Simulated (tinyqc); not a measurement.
The integration grid: Kohn-Sham PBE on finer and finer grids in the sto-6g basis, for LiH, spin multiplicity 3. Computed by the program tinyqc with PySCF. 

Geometry (angstrom):
```
atom       x       y       z
Li    0.0000  0.0000  0.0000
H     0.0000  0.0000  1.5110
```

Self-consistent on each grid; the net force on the molecule should vanish.

Kohn-Sham energy on Becke grids (radial x angular points per atom):
```
grid       points  residual of the electron count  E (hartree)  E - finest (mhartree)  largest net force without grid terms (hartree/bohr)
10 x 14       274                       -5.09e-02    -7.863566              15.455035                                             2.53e-03
15 x 26       770                       -7.05e-03    -7.875745               3.276479                                             6.91e-04
20 x 50      1987                        4.58e-04    -7.879440              -0.418071                                             6.08e-04
30 x 86      5139                       -1.43e-04    -7.878953               0.068647                                             7.49e-05
50 x 194    19358                        5.41e-06    -7.879023              -0.001096                                             5.17e-06
75 x 302    45212                       -7.97e-07    -7.879021               0.000365                                             7.85e-07
120 x 590  141385                       -1.77e-10    -7.879022               0.000000                                             3.74e-08
```

The energy is within 0.1 mhartree of the finest grid first at 30 x 86. The error has both signs, since quadrature is not variational. The electron count and the net force are cheap signs of a poor grid.
